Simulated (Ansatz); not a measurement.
Job for Ansatz (a first-principles code): U-CCSD(T)/cc-pVDZ on C2H5 (SMILES [CH2]C), 2S+1 = 2.

Ansatz 0.2 input:
```yaml
crystal:
  periodic: [false, false, false]
  atoms:
    - {symbol: C, position_ang: [0.78583320, -0.09516457, -0.01457858]}
    - {symbol: C, position_ang: [-0.68593584, 0.08710675, -0.00469706]}
    - {symbol: H, position_ang: [1.44858548, 0.71648024, 0.25183307]}
    - {symbol: H, position_ang: [1.22427217, -1.07227557, -0.16293090]}
    - {symbol: H, position_ang: [-1.11396754, -0.09080168, 0.99405882]}
    - {symbol: H, position_ang: [-0.97177114, 1.10364734, -0.28512971]}
    - {symbol: H, position_ang: [-1.18650312, -0.60870343, -0.68217742]}
basis:
  gaussian:
    orbitals: cc-pVDZ
magnetization: {spin_polarized: true, initial_magnetization: 1}
correlation: {method: ccsd_t, electrons: outside_noble_gas}
accuracy: high
relax: {f_tol: 0.0005, max_steps: 60}
scf: {omitted_lower_state_checks: [cluster_reference]}
output: {forces: true}
```

Program output:

```
WARN ansatz: RAYON_NUM_THREADS=1 ignored (pool sized by the plan → 1); use --threads N
Functional definition: HF
these checks for a lower state are left out or cut short: cluster_reference
integrals: 0.07 GiB planned
1313 factors; integrals over basis functions are off by at most 1.7e-9 eV
mean field: 0.13 GiB planned
mean field evaluation 1: about -2137.4128 eV, gradient 1.5e1 eV
mean field evaluation 2: about -2137.4124 eV, gradient 1.5e1 eV
mean field evaluation 4: about -2138.8855 eV, gradient 1.8e0 eV
mean field evaluation 8: about -2138.9224 eV, gradient 2.3e-4 eV
mean field -2138.92232852 eV, -78.6039457596 hartree, gradient 2.6e-8 eV, S^2 0.762663; 0 other end points of the search recorded, 0 dependent functions left out
2 core orbitals not correlated
reference -2138.92232852 eV, -78.6039457596 hartree; 7, 6 occupied and 44, 45 virtual orbitals, 1313 factors
densities: 0.42 GiB planned
second order -7.28645551 eV of doubles, -0.00000000 eV of singles
coupled cluster: 0.29 GiB planned
cycle   1  -8.01342348 eV  change   -7.3e-1 eV  update   5.5e-2
cycle   2  -8.25928893 eV  change   -2.5e-1 eV  update   1.8e-2
cycle   3  -8.28422101 eV  change   -2.5e-2 eV  update   6.5e-3
cycle   4  -8.28482883 eV  change   -6.1e-4 eV  update   2.6e-3
cycle   5  -8.28510746 eV  change   -2.8e-4 eV  update   9.2e-4
cycle   6  -8.28506296 eV  change    4.4e-5 eV  update   2.4e-4
cycle   7  -8.28508347 eV  change   -2.1e-5 eV  update   8.6e-5
cycle   8  -8.28508008 eV  change    3.4e-6 eV  update   2.9e-5
cycle   9  -8.28507668 eV  change    3.4e-6 eV  update   9.4e-6
cycle  10  -8.28507967 eV  change   -3.0e-6 eV  update   3.5e-6
cycle  11  -8.28507984 eV  change   -1.7e-7 eV  update   1.3e-6
cycle  12  -8.28507923 eV  change    6.0e-7 eV  update   3.8e-7
cycle  13  -8.28507886 eV  change    3.7e-7 eV  update   1.4e-7
cycle  14  -8.28507880 eV  change    6.5e-8 eV  update   5.0e-8
cycle  15  -8.28507880 eV  change   -5.2e-9 eV  update   2.5e-8
cycle  16  -8.28507881 eV  change   -5.9e-9 eV  update   1.5e-8
cycle  17  -8.28507832 eV  change    4.8e-7 eV  update   8.2e-8
cycle  18  -8.28507826 eV  change    5.9e-8 eV  update   2.1e-8
cycle  19  -8.28507825 eV  change    1.7e-8 eV  update   5.5e-9
cycle  20  -8.28507824 eV  change    2.8e-9 eV  update   2.0e-9
cycle  21  -8.28507824 eV  change   9.0e-10 eV  update  7.0e-10
perturbative correction -0.19611034 eV, -0.0072069222 hartree
the calculation of the forces begins
mean field evaluation 16: about -2138.9223 eV, gradient 2.6e-8 eV
relax step   1: F+E_penalty+E_count = -2147.40351711 eV  Δ(F+E_penalty+E_count) = +0.000e0 eV  max|allowed force component| = 5.375e-1 eV/Å  Δτ_max = 0.0000 Å  (42 SCF iters, accepted)
these checks for a lower state are left out or cut short: starts, cluster_reference, orbital_swaps, neighbouring_geometries, increment
integrals: 0.07 GiB planned
1313 factors; integrals over basis functions are off by at most 1.7e-9 eV
mean field: 0.13 GiB planned
mean field -2138.91679919 eV, -78.6037425603 hartree, gradient 1.4e-8 eV, S^2 0.763068; 0 other end points of the search recorded, 0 dependent functions left out
2 core orbitals not correlated
reference -2138.91679919 eV, -78.6037425603 hartree; 7, 6 occupied and 44, 45 virtual orbitals, 1313 factors
densities: 0.42 GiB planned
second order -7.30528714 eV of doubles, -0.00000000 eV of singles
coupled cluster: 0.29 GiB planned
cycle   1  -8.03481701 eV  change   -7.3e-1 eV  update   5.5e-2
cycle   2  -8.28480127 eV  change   -2.5e-1 eV  update   1.9e-2
cycle   3  -8.31096968 eV  change   -2.6e-2 eV  update   6.6e-3
cycle   4  -8.31175856 eV  change   -7.9e-4 eV  update   2.6e-3
cycle   5  -8.31207509 eV  change   -3.2e-4 eV  update   9.5e-4
cycle   6  -8.31203418 eV  change    4.1e-5 eV  update   2.5e-4
cycle   7  -8.31205809 eV  change   -2.4e-5 eV  update   9.1e-5
cycle   8  -8.31205530 eV  change    2.8e-6 eV  update   3.0e-5
cycle   9  -8.31205163 eV  change    3.7e-6 eV  update   9.9e-6
cycle  10  -8.31205493 eV  change   -3.3e-6 eV  update   3.7e-6
cycle  11  -8.31205517 eV  change   -2.4e-7 eV  update   1.4e-6
cycle  12  -8.31205454 eV  change    6.3e-7 eV  update   4.1e-7
cycle  13  -8.31205412 eV  change    4.1e-7 eV  update   1.6e-7
cycle  14  -8.31205408 eV  change    4.8e-8 eV  update   5.5e-8
cycle  15  -8.31205408 eV  change   5.2e-10 eV  update   2.6e-8
cycle  16  -8.31205407 eV  change    7.4e-9 eV  update   1.7e-8
cycle  17  -8.31205355 eV  change    5.1e-7 eV  update   7.8e-8
cycle  18  -8.31205350 eV  change    5.9e-8 eV  update   1.9e-8
cycle  19  -8.31205348 eV  
[...]
, increment
integrals: 0.07 GiB planned
1313 factors; integrals over basis functions are off by at most 1.8e-9 eV
mean field: 0.13 GiB planned
mean field -2138.90949238 eV, -78.6034740400 hartree, gradient 2.0e-8 eV, S^2 0.763124; 0 other end points of the search recorded, 0 dependent functions left out
2 core orbitals not correlated
reference -2138.90949238 eV, -78.6034740400 hartree; 7, 6 occupied and 44, 45 virtual orbitals, 1313 factors
densities: 0.42 GiB planned
second order -7.31072637 eV of doubles, -0.00000000 eV of singles
coupled cluster: 0.29 GiB planned
cycle   1  -8.04127183 eV  change   -7.3e-1 eV  update   5.6e-2
cycle   2  -8.29258832 eV  change   -2.5e-1 eV  update   1.9e-2
cycle   3  -8.31913177 eV  change   -2.7e-2 eV  update   6.7e-3
cycle   4  -8.31999033 eV  change   -8.6e-4 eV  update   2.7e-3
cycle   5  -8.32032149 eV  change   -3.3e-4 eV  update   9.7e-4
cycle   6  -8.32028199 eV  change    4.0e-5 eV  update   2.6e-4
cycle   7  -8.32030718 eV  change   -2.5e-5 eV  update   9.3e-5
cycle   8  -8.32030476 eV  change    2.4e-6 eV  update   3.1e-5
cycle   9  -8.32030116 eV  change    3.6e-6 eV  update   1.0e-5
cycle  10  -8.32030461 eV  change   -3.5e-6 eV  update   3.8e-6
cycle  11  -8.32030485 eV  change   -2.4e-7 eV  update   1.4e-6
cycle  12  -8.32030418 eV  change    6.7e-7 eV  update   4.2e-7
cycle  13  -8.32030378 eV  change    4.0e-7 eV  update   1.6e-7
cycle  14  -8.32030368 eV  change    1.0e-7 eV  update   5.7e-8
cycle  15  -8.32030368 eV  change   -2.1e-9 eV  update   2.8e-8
cycle  16  -8.32030369 eV  change   -5.1e-9 eV  update   1.7e-8
cycle  17  -8.32030320 eV  change    4.9e-7 eV  update   7.9e-8
cycle  18  -8.32030316 eV  change    4.7e-8 eV  update   2.0e-8
cycle  19  -8.32030314 eV  change    1.4e-8 eV  update   5.1e-9
cycle  20  -8.32030314 eV  change  -8.0e-11 eV  update   1.7e-9
cycle  21  -8.32030314 eV  change  -4.8e-11 eV  update  6.4e-10
perturbative correction -0.20011436 eV, -0.0073540671 hartree
the calculation of the forces begins
relax step   5: F+E_penalty+E_count = -2147.42990988 eV  Δ(F+E_penalty+E_count) = -1.361e-6 eV  max|allowed force component| = 1.035e-3 eV/Å  Δτ_max = 0.0002 Å  (28 SCF iters, accepted)
these checks for a lower state are left out or cut short: starts, cluster_reference, orbital_swaps, neighbouring_geometries, increment
integrals: 0.07 GiB planned
1313 factors; integrals over basis functions are off by at most 1.8e-9 eV
mean field: 0.13 GiB planned
mean field -2138.90949253 eV, -78.6034740454 hartree, gradient 1.3e-8 eV, S^2 0.763124; 0 other end points of the search recorded, 0 dependent functions left out
2 core orbitals not correlated
reference -2138.90949253 eV, -78.6034740454 hartree; 7, 6 occupied and 44, 45 virtual orbitals, 1313 factors
densities: 0.42 GiB planned
second order -7.31072636 eV of doubles, -0.00000000 eV of singles
coupled cluster: 0.29 GiB planned
cycle   1  -8.04127167 eV  change   -7.3e-1 eV  update   5.6e-2
cycle   2  -8.29258815 eV  change   -2.5e-1 eV  update   1.9e-2
cycle   3  -8.31913125 eV  change   -2.7e-2 eV  update   6.7e-3
cycle   4  -8.31999027 eV  change   -8.6e-4 eV  update   2.7e-3
cycle   5  -8.32032147 eV  change   -3.3e-4 eV  update   9.7e-4
cycle   6  -8.32028191 eV  change    4.0e-5 eV  update   2.6e-4
cycle   7  -8.32030710 eV  change   -2.5e-5 eV  update   9.3e-5
cycle   8  -8.32030449 eV  change    2.6e-6 eV  update   3.1e-5
cycle   9  -8.32030110 eV  change    3.4e-6 eV  update   1.0e-5
cycle  10  -8.32030450 eV  change   -3.4e-6 eV  update   3.8e-6
cycle  11  -8.32030460 eV  change   -1.1e-7 eV  update   1.4e-6
cycle  12  -8.32030405 eV  change    5.6e-7 eV  update   4.2e-7
cycle  13  -8.32030364 eV  change    4.0e-7 eV  update   1.6e-7
cycle  14  -8.32030358 eV  change    6.5e-8 eV  update   5.6e-8
cycle  15  -8.32030357 eV  change    4.8e-9 eV  update   2.7e-8
cycle  16  -8.32030357 eV  change   8.2e-10 eV  update   1.7e-8
cycle  17  -8.32030302 eV  change    5.6e-7 eV  update   8.0e-8
cycle  18  -8.32030295 eV  change    6.4e-8 eV  update   2.0e-8
cycle  19  -8.32030293 eV  change    1.7e-8 eV  update   5.0e-9
cycle  20  -8.32030293 eV  change    2.1e-9 eV  update   1.7e-9
cycle  21  -8.32030293 eV  change   6.8e-10 eV  update  5.9e-10
perturbative correction -0.20011446 eV, -0.0073540707 hartree
the calculation of the forces begins
mean field evaluation 64: about -2138.9095 eV, gradient 1.3e-8 eV
relax step   6: F+E_penalty+E_count = -2147.42990992 eV  Δ(F+E_penalty+E_count) = -3.570e-8 eV  max|allowed force component| = 8.198e-5 eV/Å  Δτ_max = 0.0001 Å  (26 SCF iters, accepted)
these checks for a lower state are left out or cut short: cluster_reference
integrals: 0.07 GiB planned
1313 factors; integrals over basis functions are off by at most 1.8e-9 eV
mean field: 0.13 GiB planned
mean field -2138.90949253 eV, -78.6034740454 hartree, gradient 1.3e-8 eV, S^2 0.763124; 1 other end points of the search recorded, 0 dependent functions left out
2 core orbitals not correlated
reference -2138.90949253 eV, -78.6034740454 hartree; 7, 6 occupied and 44, 45 virtual orbitals, 1313 factors
densities: 0.42 GiB planned
second order -7.31072636 eV of doubles, -0.00000000 eV of singles
coupled cluster: 0.29 GiB planned
cycle   1  -8.04127167 eV  change   -7.3e-1 eV  update   5.6e-2
cycle   2  -8.29258815 eV  change   -2.5e-1 eV  update   1.9e-2
cycle   3  -8.31913125 eV  change   -2.7e-2 eV  update   6.7e-3
cycle   4  -8.31999027 eV  change   -8.6e-4 eV  update   2.7e-3
cycle   5  -8.32032147 eV  change   -3.3e-4 eV  update   9.7e-4
cycle   6  -8.32028191 eV  change    4.0e-5 eV  update   2.6e-4
cycle   7  -8.32030710 eV  change   -2.5e-5 eV  update   9.3e-5
cycle   8  -8.32030448 eV  change    2.6e-6 eV  update   3.1e-5
cycle   9  -8.32030111 eV  change    3.4e-6 eV  update   1.0e-5
cycle  10  -8.32030450 eV  change   -3.4e-6 eV  update   3.8e-6
cycle  11  -8.32030460 eV  change   -1.1e-7 eV  update   1.4e-6
cycle  12  -8.32030404 eV  change    5.6e-7 eV  update   4.2e-7
cycle  13  -8.32030364 eV  change    4.0e-7 eV  update   1.6e-7
cycle  14  -8.32030357 eV  change    7.3e-8 eV  update   5.6e-8
cycle  15  -8.32030357 eV  change    3.4e-9 eV  update   2.7e-8
cycle  16  -8.32030356 eV  change    4.7e-9 eV  update   1.7e-8
cycle  17  -8.32030302 eV  change    5.5e-7 eV  update   8.0e-8
cycle  18  -8.32030295 eV  change    6.4e-8 eV  update   2.0e-8
cycle  19  -8.32030293 eV  change    1.7e-8 eV  update   5.0e-9
cycle  20  -8.32030293 eV  change    2.1e-9 eV  update   1.7e-9
cycle  21  -8.32030293 eV  change   7.1e-10 eV  update  6.0e-10
perturbative correction -0.20011446 eV, -0.0073540707 hartree
the calculation of the forces begins
Total energy: -2147.42990992 eV, -78.9165936092 hartree
Atom 0 at     0.796354    -0.090934    -0.038515 Å, force    -0.000082     0.000018    -0.000032 eV/Å
Atom 1 at    -0.695269     0.088745    -0.006717 Å, force    -0.000010     0.000011    -0.000042 eV/Å
Atom 2 at     1.463436     0.724681     0.268174 Å, force     0.000016     0.000022     0.000014 eV/Å
Atom 3 at     1.235875    -1.089979    -0.152597 Å, force     0.000010    -0.000029     0.000002 eV/Å
Atom 4 at    -1.111259    -0.094749     1.009618 Å, force    -0.000008     0.000001    -0.000002 eV/Å
Atom 5 at    -0.985604     1.118132    -0.290789 Å, force     0.000033    -0.000041     0.000024 eV/Å
Atom 6 at    -1.203019    -0.615608    -0.692796 Å, force     0.000040     0.000017     0.000037 eV/Å
Dipole moment:    -0.043655    -0.001902     0.031814 e Å
Checks for a lower state left out: cluster_reference
```

Self-consistency was reached.

Cost: around 2.6 core-minutes (rough).
